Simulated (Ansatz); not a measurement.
Antifluorite Mg2Ge, treated with PBEsol (Ansatz, a quantum-chemistry and plane-wave program, PAW).

Run with plane-wave cutoff 520 eV, 20×20×20 k mesh, perturbation theory, scalar-relativistic PAW data made under PBE.

Computed at the level's own relaxed cell.

```yaml
crystal:
  lattice:
    - [0.00000, 3.18221, 3.18221]
    - [3.18221, 0.00000, 3.18221]
    - [3.18221, 3.18221, 0.00000]
  atoms:
    - { symbol: Mg, position: [0.25000, 0.25000, 0.25000] }
    - { symbol: Mg, position: [0.75000, 0.75000, 0.75000] }
    - { symbol: Ge, position: [0.00000, 0.00000, 0.00000] }
```

Harmonic phonon frequencies (cm⁻¹; i marks an imaginary mode; at Γ without the LO shift):

```
q point                          frequencies
-------  -----------------------------------
Γ              0 0 0 216 216 216 255 255 255
X        117 117 150 155 155 162 262 262 331
L          86 86 156 219 219 219 233 233 281
```

No imaginary mode appears at these points.
